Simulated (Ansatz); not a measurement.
# Low quartet and sextet states of CS⁺ by full CI

```xyz
2

C     0.0000    0.0000    0.0000
S     0.0000    0.0000    1.6537
```

Basis 6-31G; Ansatz 0.2.0. Only valence electrons are correlated (noble-gas cores frozen), which leaves 9 electrons in 16 orbitals.

Q: From the orbital picture of this species, estimate the order, symmetries and energies of the lowest 3 quartet and 1 sextet states at this geometry (other spins aside; irreps A1, B1, B2, A2 in the program's axes; members of a degenerate level count singly).

A: Full CI in 6-31G gives:
```csv
2S+1,irrep,energy above the lowest listed (eV)
4,A1,0.000
4,A1,1.215
4,A2,1.215
6,A1,3.066
```

62 s on 1 thread of Arm Neoverse V1, shared host.
